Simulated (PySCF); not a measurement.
Calculation: B3LYP-D3(BJ)/def2-TZVP // PBE0-D4/def2-TZVP run with PySCF 2.14.0. All species are isolated molecules in the gas phase. One relaxed conformer stands for a flexible species; it need not be the lowest. B3LYP has the VWN-RPA correlation part, as in Gaussian. 

Reference species (SMILES): `N[CH2]` (neutral, multiplicity 2).

```yaml
highest_occupied_spin_orbital: -4.11 eV
```

Changed species: `[OH]` (radical fragment; the reference has radical fragment).

**Question.** Give the shifts of the highest occupied spin orbital.

**Answer.** the highest occupied spin orbital falls by 4.73 eV, to -8.84 eV.
